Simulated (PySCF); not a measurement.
Si(CH₃)₄, optimised at B3LYP/6-31G*:

```xyz
17

C     -0.2688    -1.3331    -1.3300
Si    -0.0114     0.0003    -0.0061
C     -0.0606     1.7140    -0.8170
C     -1.3877    -0.1243     1.2927
C      1.6717    -0.2555     0.8298
H     -1.2356    -1.2146    -1.8347
H     -0.2458    -2.3396    -0.8941
H      0.5121    -1.2893    -2.0993
H      0.0857     2.5110    -0.0774
H     -1.0231     1.8955    -1.3110
H      0.7245     1.8204    -1.5758
H     -2.3775     0.0191     0.8420
H     -1.3879    -1.1058     1.7827
H     -1.2690     0.6348     2.0756
H      1.7344    -1.2396     1.3103
H      2.4926    -0.1897     0.1050
H      1.8535     0.5011     1.6031
```

Computed with PySCF (xtb for GFN2) and rigid-rotor harmonic-oscillator thermochemistry at 1 bar. 6-31G* has spherical d functions here. All species are closed-shell singlets. B3LYP is the form with VWN-RPA correlation.

Question: List the harmonic frequencies (cm⁻¹, unscaled) at this level and at the other levels, each on its own geometry.

Answer: 
- B3LYP/6-31G*: 137, 158, 158, 158, 181, 181, 229, 229, 229, 573, 690, 690, 690, 698, 698, 698, 848, 848, 907, 907, 907, 1327, 1327, 1327, 1341, 1490, 1490, 1491, 1493, 1493, 1510, 1510, 1510, 3037, 3037, 3037, 3040, 3108, 3108, 3109, 3109, 3109, 3111, 3111, 3111
- GFN2-xTB: 87, 111, 111, 111, 156, 156, 202, 202, 202, 604, 729, 729, 729, 778, 778, 778, 804, 804, 877, 877, 877, 1375, 1375, 1375, 1380, 1487, 1487, 1487, 1490, 1490, 1496, 1496, 1496, 3038, 3038, 3038, 3040, 3040, 3040, 3040, 3040, 3042, 3047, 3047, 3047
- HF/6-31G*: 144, 167, 167, 168, 192, 192, 245, 245, 245, 606, 730, 730, 730, 752, 752, 752, 909, 909, 970, 970, 970, 1451, 1451, 1451, 1463, 1601, 1601, 1601, 1604, 1604, 1619, 1619, 1619, 3180, 3180, 3180, 3183, 3245, 3245, 3245, 3245, 3245, 3249, 3249, 3249…
- PBE/def2-SVP: 142, 162, 163, 163, 178, 178, 222, 222, 222, 568, 651, 651, 651, 673, 673, 673, 794, 794, 848, 848, 848, 1212, 1212, 1212, 1226, 1377, 1377, 1377, 1382, 1382, 1397, 1397, 1397, 2968, 2968, 2968, 2969, 3064, 3064, 3065, 3065, 3065, 3066, 3066, 3066
- PBE0/def2-TZVP: 138, 163, 164, 164, 182, 182, 230, 230, 231, 592, 672, 672, 672, 700, 700, 700, 821, 821, 878, 878, 878, 1272, 1272, 1272, 1284, 1443, 1443, 1443, 1447, 1447, 1464, 1464, 1464, 3042, 3042, 3042, 3044, 3124, 3124, 3124, 3124, 3124, 3126, 3126, 3126
